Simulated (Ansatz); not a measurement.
```xyz
2

Na    0.0000    0.0000   -0.1578
H     0.0000    0.0000    1.7357
```

RHF-MP2 on singlet NaH was run in several spherical basis sets with Ansatz (development build ahead of 0.2.0). Frozen core: 1 orbital.

Q: Rank the basis sets by the total energy that they give, lowest first, with the distance from the lowest.
A. def2-TZVP
B. 6-31G(d)
C. cc-pVTZ

A: A (0.00 eV), C (3.87 eV), B (4.94 eV).

Totals follow the description of the cores as much as that of the bonds, so this order isn't one of quality for chemistry.
